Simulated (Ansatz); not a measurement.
Reaction (hydrogenolysis of a C–F bond): `FC1CCCO1` + H₂ → `C1CCOC1` + H–F

Computed with Ansatz on PBE0-D4/def2-TZVP structures; ΔE is electronic, products minus reactants. CCSD(T)/CBS is the MP2 limit (def2-TZVPP, def2-QZVPP) plus CCSD(T) − MP2 in def2-TZVPP, frozen cores. This one scheme is used for every species. Functionals use def2-TZVPP. B3LYP here is the variant with VWN-RPA as its local correlation; programs differ in this.

```csv
species,B3LYP-D4 energy (Eh)
`FC1CCCO1`,-331.85803
H₂,-1.18011
`C1CCOC1`,-232.56017
H–F,-100.49283
```

**Question.** Work out ΔE.

**Answer.** ΔE = (-232.56017) + (-100.49283) − (-331.85803) − (-1.18011) = -0.01486 Eh = -0.40 eV. CCSD(T)/CBS gives -0.51 eV.

Largest T1 diagnostic among the species: 0.011.

From PBE to PBE0 (25 % exact exchange), in def2-TZVPP and without D4, ΔE moves by −0.07 eV.
